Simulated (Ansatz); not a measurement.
How far each method lies from full CI for SiN⁺, triplet

Geometry: a point of a stretch scan, not a stationary point.

| atom | x (Å) | y (Å) | z (Å) |
| --- | --- | --- | --- |
| Si | 0.0000 | 0.0000 | 0.0000 |
| N | 0.0000 | 0.0000 | 2.1770 |

Basis cc-pVDZ; Ansatz 0.2.0. Correlated methods freeze the noble-gas cores, which leaves 8 electrons in 26 orbitals. Prefix R: restricted or restricted open-shell reference; prefix U: unrestricted. Active spaces: pair = (4e, 4o) about the gap; valence = (8e, 8o) chosen from the atoms' valence shells.

Full CI is exact within this basis and frozen core; it isn't the basis-set limit. The frozen core follows each run's orbitals, which can shift R against U totals by a few meV.

Unrestricted rows (U) aren't spin-pure: their determinants' ⟨S²⟩ exceeds S(S+1) by up to 0.34, so they mix in states of higher spin. HF rows are the lowest solutions found. Coupled cluster chose its determinant by trial CCSD, here up to 0.23 eV above the lowest Hartree–Fock solution of its kind, and MP2 stands on that determinant too. For open shells CISD is restricted-active-space CI with the open shells as a complete middle space.

```
UHF ⟨S²⟩                            : 2.969
⟨S²⟩ of the determinant under UCCSD : 2.342
T1 diagnostic (RCCSD)               : 0.0453
largest doubles amplitude (RCCSD)   : 0.137
T1 diagnostic (UCCSD)               : 0.0655
```

```
                   level  E − E(full CI) (kJ/mol)  share of correlation (%)    wall time
                     RHF                    547.5                      0.00            –
                    UHF†                    483.8                         –       0.63 s
                    RMP2                    129.4                     76.36            –
                    UMP2                    148.6                     72.85            –
                    CISD                     59.8                     89.07        1.2 s
                   RCCSD                     25.9                     95.26            –
                   UCCSD                     24.4                     95.54            –
                RCCSD(T)                      7.3                     98.66        2.8 s
                UCCSD(T)                      7.9                     98.55        3.6 s
                 BCCD(T)                      8.0                     98.54        2.8 s
                  RCCSDT                      1.7                     99.68            –
                  UCCSDT                      1.3                     99.76            –
               RCCSDT(Q)                     -0.1                    100.01        7.5 s
               UCCSDT(Q)                     -0.7                    100.13        8.5 s
                 RCCSDTQ                      0.0                    100.01  18 s (H100)
                 UCCSDTQ                     -0.1                    100.03  42 s (H100)
     CASSCF (pair space)                    448.0                     18.17            –
     NEVPT2 (pair space)                    106.7                     80.51          1 s
     MRCISD (pair space)                     40.6                     92.59            –
   MRCISD+Q (pair space)                      0.2                     99.96        1.6 s
  CASSCF (valence space)                    338.8                     38.12            –
  NEVPT2 (valence space)                     68.5                     87.48        2.5 s
  MRCISD (valence space)                     18.2                     96.67            –
MRCISD+Q (valence space)                      0.3                     99.94        3.2 s
```

A dagger marks rows that describe another state than the reference (another or a broken symmetry, a higher spin or other natural occupations), so the difference isn't the method's error.

The correlation energy at full CI, counted from RHF, is -5.674 eV. That run took 15 s on 2 threads of AMD EPYC 7R13 with a shared H100 80 GB, shared host over 55,868,912 determinants.

Times hold each run's SCF and search for its determinant on a shared host, so for small cases they say little of a method's own cost; rows without a card ran on 1 thread of AMD EPYC 7R13. Some runs computed forces too.

More than 5 meV below full CI, which no variational method can be: UCCSDT(Q).

The full-CI state has the irrep A2 of C2v, in the program's axes (one component, if the state is degenerate).

Natural occupations of full CI about the gap: 1.967 1.915 1.842 0.982 0.982 0.125 0.054 0.054 0.012 0.012; effectively unpaired electrons, Σ n²(2−n)², 2.19.
